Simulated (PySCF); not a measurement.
# Mayer bond orders and bond lengths

Compound: C4H7N.
Numbering: `[C-:1]#[N+:2][CH2:3][CH2:4][CH3:5]` (hydrogens: H6, H7 on C3; H8, H9 on C4; H10, H11, H12 on C5)

Structure used (PBE0-D3(BJ)/def2-SVP), in Å, numbered top down from 1:
```
atom  x, y, z in Å
C1     2.3249    1.0696    1.1246
N2     1.6769    0.2095    0.6604
C3     0.8532   -0.7912    0.0919
C4    -0.3081   -0.2042   -0.7053
C5    -1.2535    0.6421    0.1290
H6     0.4752   -1.4280    0.9094
H7     1.4797   -1.4291   -0.5517
H8    -0.8479   -1.0500   -1.1617
H9     0.1040    0.3897   -1.5376
H10   -0.7290    1.4992    0.5778
H11   -2.0759    1.0367   -0.4852
H12   -1.6995    0.0557    0.9483
```

Bond orders from the PBE0/pcSseg-1 density (PySCF). The structure is a single PBE0-D3(BJ)/def2-SVP conformer in the gas phase; no vibrational or solvent corrections.

Q: Where do the orders between heavy atoms depart from those drawn in the SMILES?

A: The largest departure is 0.641, at C1–N2 (drawn triple, 2.359). Drawn single, order below 0.88: N2–C3 (0.853). Drawn double or triple, more than 0.30 short of the drawn order: C1–N2 (2.359). The SMILES, with its formal charges, is one Lewis structure only.

Q: Give the Mayer order of every bond, beside its length.

A: 
```
  bond  drawn as  length (Å)  Mayer order
 C1–N2    triple       1.173        2.359
 N2–C3    single       1.415        0.853
 C3–C4    single       1.526        1.035
 C4–C5    single       1.519        1.048
 C3–H6    single       1.103        0.934
 C3–H7    single       1.102        0.939
 C4–H8    single       1.102        0.948
 C4–H9    single       1.102        0.945
C5–H10    single       1.101        0.959
C5–H11    single       1.100        0.967
C5–H12    single       1.102        0.965
```

Bonds between the same two heavy elements. C–N: lowest N2–C3 (0.853, 1.415 Å), highest C1–N2 (2.359, 1.173 Å). C–C: all 2 within 0.02 of one another (1.035 to 1.048).

Q: Sum the orders of all bonds at each heavy atom with more than one neighbour and set the sums beside the valence in the SMILES.

A: N2 3.212 (drawn 4), C3 3.761 (drawn 4), C4 3.976 (drawn 4), C5 3.939 (drawn 4). Orders between atoms that aren't bonded are not in these sums.

The Mayer order sums products of elements of PS (density times overlap matrix) between the two atoms' basis functions, so it depends on the basis set.
